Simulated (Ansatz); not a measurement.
How far each method lies from UCCSDT(Q) for Ge–NH$_{2}$⁺, triplet

Geometry: that of the Ge–NH2, doublet, kept fixed. The singlet lies 3.5 eV lower here.

```xyz
4

Ge    0.0000    0.0000    0.3411
N     0.0000    0.0000   -1.4753
H     0.0000    0.8361   -2.0406
H     0.0000   -0.8361   -2.0406
```

Basis cc-pVTZ; Ansatz 0.2.0. Correlated methods freeze the noble-gas cores and the filled d shells of p-block atoms, which leaves 10 electrons in 86 orbitals. Prefix R: restricted or restricted open-shell reference; prefix U: unrestricted. Active spaces: valence = (10e, 10o) chosen from the atoms' valence shells. No spin–orbit coupling is included, and no scalar relativity.

Full CI isn't at hand for all of this; UCCSDT(Q) serves as the reference, and is uncertain by about the last step of the cluster series. The frozen core follows each run's orbitals, which can shift R against U totals by a few meV for light atoms and by up to 0.1 eV past Ca.

* UHF ⟨S²⟩: 2.033
* T1 diagnostic (RCCSD): 0.0189
* largest doubles amplitude (RCCSD): 0.077
* T1 diagnostic (UCCSD): 0.0148

| level | E − E(UCCSDT(Q)) (kJ/mol) | share of correlation (%) | wall time |
| --- | --- | --- | --- |
| UHF | 702.0 | 3.36 | – |
| UMP2 | 101.5 | 86.03 | – |
| UCCSD | 23.3 | 96.80 | – |
| UCCSD(T) | 2.9 | 99.60 | 17 s (H100) |
| UCCSDT | 0.7 | 99.90 | – |

The correlation energy at UCCSDT(Q), counted from RHF, is -7.529 eV. That run took 16 s on 2 threads of AMD EPYC 7R13 with a shared H100 80 GB, shared host.

Run but not shown, since their state or frozen core can't be matched to the reference's or they repeat it: RHF, RMP2, RCCSD, RCCSD(T), BCCD(T), RCCSDT, RCCSDT(Q), CASSCF (valence space), NEVPT2 (valence space), MRCISD (valence space), MRCISD+Q (valence space).

Times hold each run's SCF and search for its determinant on a shared host, so for small cases they say little of a method's own cost.

Natural occupations of CASSCF (valence space) about the gap: 1.980 1.978 1.947 1.000 1.000 0.050 0.021 0.020 0.018; effectively unpaired electrons, Σ n²(2−n)², 2.03.
